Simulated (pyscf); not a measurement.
# Routes from methane (CH₄) + F–ZnH

Candidate steps break at most two bonds and form at most two. Each was searched with GFN2-xTB (tblite) first. PySCF, gas phase, ωB97X-D3(BJ)/def2-SVP geometries. Correlated levels are frozen-core, on RHF or UHF. ΔMP2 is the change of the MP2 total energy from the triple- to the quadruple-zeta basis. Energies: CCSD(T)/def2-TZVPP + ΔMP2(QZVPP), kcal/mol, from the separated reactants, singlet surface; ΔG‡ with ideal gas, 1 atm, RRHO with modes under 100 cm⁻¹ raised to 100, one conformer, R ln 2 for chiral ones without a mode under 150 cm⁻¹.

```tsv
products	type	ΔE‡	ΔE	ΔG‡ 298 K	ΔG‡ 900 K	ν‡ (cm⁻¹)
H₃C–ZnH + HF	four-centre exchange	33.1	+24.3	38.4	54.3	1028i
H₃C–F + ZnH₂	four-centre exchange	94.6	+46.4	99.8	114.7	1117i
```

Row 2: On the product side the descent ends in a complex, 4.5 kcal/mol under the separated species and 54.1 kcal/mol under the saddle at ωB97X-D3(BJ)/def2-TZVP. 

Plain bond fissions and candidates not yet searched are not listed, and one of them may be faster. Each barrier is that of the saddle found; lower ones may exist. The CCSD(T) − MP2 part came from Ansatz, without density fitting, on the same reference. The frozen core leaves the outer d or s,p core shells of the metals and heavy elements correlated in the MP2 and CC values, and def2-TZVPP describes them poorly, which can shift differences by a few kcal/mol. Elements up to Kr have no core potential and no relativistic terms here.
